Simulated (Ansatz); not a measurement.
# C3H5NO: basis-set convergence

The task here is to estimate one member of a computed series from the others.

Computed with Ansatz 0.2.0, Gaussian basis. Level: one geometry, several basis sets.

Plan: PBE0-D4/def2-SVP; ωB97M-V/def2-SVP; PBE0-D4/def2-QZVPP; ωB97M-V/def2-QZVPP; the functionals' def2-TZVPP values are taken from earlier runs.

## The geometry

An earlier PBE0-D4 in a triple-zeta def2 set relaxation fixed the geometry.

SMILES `NC1CC1=O`, 10 atoms, charge 0, spin multiplicity 1.

Atoms are counted from 1 here; the program's logs count them from 0.

Bond lengths: N1–C2 1.436 Å, N1–H6 1.013 Å, N1–H7 1.014 Å, C2–C3 1.553 Å, C2–C4 1.470 Å, C2–H8 1.087 Å, C3–C4 1.469 Å, C3–H9 1.088 Å, C3–H10 1.085 Å, C4–O5 1.193 Å. Angles: C2–N1–H6 110.5°, C2–N1–H7 110.2°, H6–N1–H7 106.6°, N1–C2–C3 119.7°, N1–C2–C4 123.0°, N1–C2–H8 113.5°, C3–C2–C4 58.1°, C3–C2–H8 113.3°, C4–C2–H8 117.8°, C2–C3–C4 58.1°, C2–C3–H9 118.9°, C2–C3–H10 116.2°, C4–C3–H9 117.5°, C4–C3–H10 120.6°, H9–C3–H10 114.3°, C2–C4–C3 63.8°, C2–C4–O5 148.4°, C3–C4–O5 146.3°.

The first run:

Input file in.yaml:

```yaml
crystal:
  periodic: [false, false, false]
  atoms:
    - {symbol: N, position_ang: [-1.528231, -0.041580, -0.119664]}
    - {symbol: C, position_ang: [-0.188344, -0.554068, -0.063332]}
    - {symbol: C, position_ang: [0.871494, 0.156303, 0.821300]}
    - {symbol: C, position_ang: [0.962349, 0.150996, -0.645363]}
    - {symbol: O, position_ang: [1.485626, 0.620601, -1.609622]}
    - {symbol: H, position_ang: [-1.520860, 0.971852, -0.112467]}
    - {symbol: H, position_ang: [-1.974217, -0.322321, -0.985816]}
    - {symbol: H, position_ang: [-0.141636, -1.638425, -0.003806]}
    - {symbol: H, position_ang: [0.608882, 1.094758, 1.304606]}
    - {symbol: H, position_ang: [1.508139, -0.489317, 1.417166]}
basis:
  gaussian: {orbitals: def2-SVP}
hamiltonian: {xc: pbe0, dispersion: d4}
output: {orbitals: {seedname: orbitals}}
```

Command:

```
$ ansatz run in.yaml --threads 2 --pin off --events-out ev --progress --plain --max-ram 4352MiB
```

Among the steps run: PBE0-D4 in def2-SVP; ωB97M-V in def2-SVP; PBE0-D4 in def2-QZVPP; ωB97M-V in def2-QZVPP.

One table of the session follows, with a row left open; its other results are not shown here.

It belongs to the step «Functionals by basis». 

```
functional       basis  HOMO (eV)
   PBE0-D4    def2-SVP      -6.17
   PBE0-D4  def2-TZVPP      -6.36
   PBE0-D4  def2-QZVPP      -6.41
   ωB97M-V    def2-SVP      -8.47
   ωB97M-V  def2-TZVPP          ?
   ωB97M-V  def2-QZVPP      -8.73
```

Estimate the missing values for ωB97M-V, def2-TZVPP.

The run gave: HOMO (eV): -8.68. In the column «HOMO (eV)» it lies between ωB97M-V, def2-QZVPP (-8.73) and ωB97M-V, def2-SVP (-8.47).
